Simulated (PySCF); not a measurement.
**MgCl: from constants to spectrum**

PBE0 constants of MgCl, ²Σ⁺ (doublet), unpaired electrons σ ↑ (basis Mg def2-TZVP, Cl def2-TZVP; no relativity; PySCF 2.14; masses 23.9850 and 34.9689 u):

- ωe: 457.0 cm⁻¹
- ωexe: 2.06 cm⁻¹
- Be: 0.24248 cm⁻¹
- αe: 0.00161 cm⁻¹
- D (centrifugal): 2.73e-07 cm⁻¹
- De to Mg + Cl: 3.35 eV

(1) Give the vibrational terms G(v) and spacings up to v = 6.

(2) How well does the Morse estimate ωe²/(4ωexe) reproduce De, and what is D0?

The state was picked by a PBE0 search and need not be the measured ground state.

## Answers

(1) G(v) = ωe(v+½) − ωexe(v+½)².

```csv
v,G(v) (cm⁻¹),G(v) − G(v−1),Bv (cm⁻¹)
0,228.0,,0.2417
1,680.9,452.9,0.2401
2,1129.6,448.8,0.2385
3,1574.3,444.6,0.2368
4,2014.8,440.5,0.2352
5,2451.2,436.4,0.2336
6,2883.5,432.3,0.2320
```

(2) It gives 3.14 eV, 94 % of the computed De. D0 = De − G(0) = 3.35 − 0.03 = 3.32 eV.
